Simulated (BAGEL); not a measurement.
# A workflow on PF3 (SMILES FP(F)F)

Aim: the energy (HF/cc-pVDZ-DK), then the energy (CASPT2(2,2)/cc-pVDZ-DK) of PF3. 

The calculation is run with BAGEL 1.2.2.

7 further runs of the same task are left out: 4 that didn't finish, 3 set aside as unsound or not needed.

**1. The system as given**

PF3: 4 atoms, total charge 0, spin state singlet. SMILES: `FP(F)F`. The shape is that of a GFN2-xTB optimisation.

Bond lengths: P1–F2 1.597 Å, P1–F3 1.598 Å, P1–F4 1.598 Å. Angles: F2–P1–F3 94.0°, F2–P1–F4 93.9°, F3–P1–F4 94.0°.

**2. A single-point energy at HF/cc-pVDZ-DK (density fitting with cc-pvdz-jkfit) (run 1)**

File input.json:

```json
{ "bagel": [

{
  "title": "molecule",
  "basis": "cc-pvdz-dk.json",
  "df_basis": "cc-pvdz-jkfit",
  "geometry": [
    { "atom": "P", "xyz": [    -0.00874943,     0.00961871,     1.21375219 ] },
    { "atom": "F", "xyz": [     2.55039328,    -0.05586030,    -0.38389786 ] },
    { "atom": "F", "xyz": [    -1.22546849,     2.23034926,    -0.43121660 ] },
    { "atom": "F", "xyz": [    -1.31619425,    -2.18410766,    -0.39863773 ] }
  ]
},

{ "title": "hf", "charge": 0 },

{ "title": "print", "file": "orbitals.molden", "orbitals": "true" }

]}
```

The basis set cc-pVDZ-DK is read from a file made from the Basis Set Exchange's data (not shown).

Started as:

```
BAGEL_NUM_THREADS=1 BAGEL input.json > input.out
```

The program printed:

```text
* using 1 threads per process

  ===============================================================
  ===============================================================

  *** Geometry ***

  { "atom" : "P", "xyz" : [     -0.008749,      0.009619,      1.213752 ] },
  { "atom" : "F", "xyz" : [      2.550393,     -0.055860,     -0.383898 ] },
  { "atom" : "F", "xyz" : [     -1.225468,      2.230349,     -0.431217 ] },
  { "atom" : "F", "xyz" : [     -1.316194,     -2.184108,     -0.398638 ] },

  Number of auxiliary basis functions:      322

  Since a DF basis is specified, we compute 2- and 3-index integrals:
    o Being stored without compression. Storage requirement is 0.009 GB

  Number of basis functions:       60
  Number of electrons      :       42

    * METHOD: MOLECULE                             0.07

  *** RHF ***

  === Nuclear Repulsion ===
   189.1902982709

      * DIIS with orbital gradients will be used.

  === RHF iteration (cc-pvdz-dk.json) ===
      0       -638.63752642          0.02535337           0.03
      1       -638.81402631          0.01703289           0.02
      2       -638.92955312          0.00094197           0.02
      3       -638.93055780          0.00033726           0.02
      4       -638.93067318          0.00007920           0.03
      5       -638.93068200          0.00001225           0.02
      6       -638.93068213          0.00000326           0.02
      7       -638.93068213          0.00000148           0.02
      8       -638.93068213          0.00000035           0.02
      9       -638.93068213          0.00000006           0.02
     10       -638.93068213          0.00000002           0.03
     11       -638.93068213          0.00000001           0.03
    * SCF iteration converged.

    * Permanent dipole moment:
           (    0.004212,    -0.007664,    -0.888913) a.u.

    * METHOD: HF                                   0.35

    * METHOD: PRINT                                0.01

  ===============================================================
```

It took 0.6 s on 1 thread of Arm Neoverse V2, shared host.

**3. The energy at CASPT2(2,2)/cc-pVDZ-DK (density fitting with cc-pvdz-jkfit) (run 2)**

Changes to input.json since step 2:

```diff
@@ -14,5 +14,9 @@
 
-{ "title": "hf", "charge": 0 },
+{ "title": "hf" },
 
-{ "title": "print", "file": "orbitals.molden", "orbitals": "true" }
+{ "title": "casscf", "nstate": 1, "nact": 2, "nclosed": 20, "active": [9, 23], "maxiter": 200, "natocc": true },
+
+{ "title": "print", "file": "orbitals.molden", "orbitals": true },
+
+{ "title": "smith", "method": "caspt2", "ms": true, "xms": true, "sssr": true, "shift": 0.2, "ncore": 8 }
```

The basis set cc-pVDZ-DK is read from a file made from the Basis Set Exchange's data (not shown).

Started as:

```
BAGEL_NUM_THREADS=1 BAGEL input.json > input.out
```

The program printed:

```text
* using 1 threads per process

  ===============================================================
  ===============================================================

  *** Geometry ***

  { "atom" : "P", "xyz" : [     -0.008749,      0.009619,      1.213752 ] },
  { "atom" : "F", "xyz" : [      2.550393,     -0.055860,     -0.383898 ] },
  { "atom" : "F", "xyz" : [     -1.225468,      2.230349,     -0.431217 ] },
  { "atom" : "F", "xyz" : [     -1.316194,     -2.184108,     -0.398638 ] },

  Number of auxiliary basis functions:      322

  Since a DF basis is specified, we compute 2- and 3-index integrals:
    o Being stored without compression. Storage requirement is 0.009 GB

  Number of basis functions:       60
  Number of electrons      :       42

    * METHOD: MOLECULE                             0.07

  *** RHF ***

  === Nuclear Repulsion ===
   189.1902982709

      * DIIS with orbital gradients will be used.

  === RHF iteration (cc-pvdz-dk.json) ===
      0       -638.63752642          0.02535337           0.03
      1       -638.81402631          0.01703289           0.02
      2       -638.92955312          0.00094197           0.02
      3       -638.93055780          0.00033726           0.02
      4       -638.93067318          0.00007920           0.02
      5       -638.93068200          0.00001225           0.02
      6       -638.93068213          0.00000326           0.02
      7       -638.93068213          0.00000148           0.03
      8       -638.93068213          0.00000035           0.02
      9       -638.93068213          0.00000006           0.03
     10       -638.93068213          0.00000002           0.02
     11       -638.93068213          0.00000001           0.02
    * SCF iteration converged.

    * Permanent dipole moment:
           (    0.004212,    -0.007664,    -0.888913) a.u.

    * METHOD: HF                                   0.35

  ---------------------------
      CASSCF calculation
  ---------------------------

    ==== Active orbitals : =====
         Orbital 9
         Orbital 23
    ============================

    * nstate   :      1
    * nclosed  :     20
    * nact     :      2
    * nvirt    :     38
  === CASSCF iteration (cc-pvdz-dk.json) ===

    * Using the second-order algorithm

      0  0      -638.93072296     1.72e-05      0.01

      1  0      -638.93090685     5.58e-05      0.11

      2  0      -638.93120839     9.72e-05      0.13

      3  0      -638.93297059     4.09e-04      0.13

      4  0      -638.94592258     1.26e-03      0.13

      5  0      -638.94938749     6.48e-04      0.19

      6  0      -638.94995316     3.10e-04      0.17

      7  0      -638.94999111     1.68e-04      0.20

      8  0      -638.94999499     7.69e-05      0.20

      9  0      -638.94999556     3.28e-05      0.21

     10  0      -638.94999565     1.37e-05      0.21

     11  0      -638.94999567     5.63e-06      0.21

     12  0      -638.94999567     2.31e-06      0.22

     13  0      -638.94999567     9.49e-07      0.20

     14  0      -638.94999567     3.89e-07      0.18

     15  0      -638.94999567     1.60e-07      0.17

     16  0      -638.94999567     6.54e-08      0.17

     17  0      -638.94999567     2.68e-08      0.15

     18  0      -638.94999567     1.10e-08      0.14

     19  0      -638.94999567     4.51e-09      0.12

    * Second-order optimization converged. *

     guess   0:   closed 1.                   open ..

  === FCI iteration ===

      0  0      -638.93039709     1.07e-01      0.00
      1  0      -638.94994207     4.26e-03      0.00
      2  0 *    -638.94999567     9.14e-16      0.00

     * ci vector, state   0, <S^2> = 0.0000
       2.     0.9958351489
       .2    -0.0911721245

    * METHOD: CASSCF                               3.32

    * METHOD: PRINT                                0.01

  === SMITH program ===

    * freezing 8 orbitals

    * Approximate memory requirement for SMITH calulation per MPI process:
      o Storage requirement for T-amplitude, lambda, and residual is 0.00 GB
      o Storage requirement for MO integrals is 0.00 GB
    * Calculating and saving rdm4f

    * Zeroth order energy : state  0       -1.7688810749

    * CASPT2 iteration is performed using redundant basis

      ---- iteration ----

        0    -0.61838793     0.01085911      0.03
        1    -0.62170481     0.00259159      0.03
        2    -0.62194061     0.00046013      0.03
        3    -0.62195406     0.00015334      0.03
        4    -0.62195538     0.00003915      0.03
        5    -0.62195549     0.00001250      0.03
        6    -0.62195550     0.00000274      0.03
        7    -0.62195550     0.00000070      0.03

      -------------------

    * CASPT2 energy : state  0     -639.5985519246
        w/o shift correction       -639.5719511682
        reference weight              0.8826095867

    * METHOD: SMITH                                0.34

  ===============================================================
```

Wall time 4.5 s (1 thread of Arm Neoverse V2, shared host).

**4. Summary of results**

| quantity | value |
| --- | --- |
| run 1, HF/cc-pVDZ-DK: total energy | -638.93068 Eh |
| run 1, HF/cc-pVDZ-DK: dipole moment | 2.26 D |
| run 1, HF/cc-pVDZ-DK: HOMO energy | -13.19 eV |
| run 1, HF/cc-pVDZ-DK: LUMO energy | 3.51 eV |
| run 1, HF/cc-pVDZ-DK: HOMO–LUMO gap | 16.70 eV |
| run 2, CASPT2(2,2)/cc-pVDZ-DK: total energy | -639.59855 Eh |

What this shows: The basis (run 1, HF/cc-pVDZ-DK) was made for a relativistic Hamiltonian, but the run is non-relativistic. The basis (run 2, CASPT2(2,2)/cc-pVDZ-DK) was made for a relativistic Hamiltonian, but the run is non-relativistic.
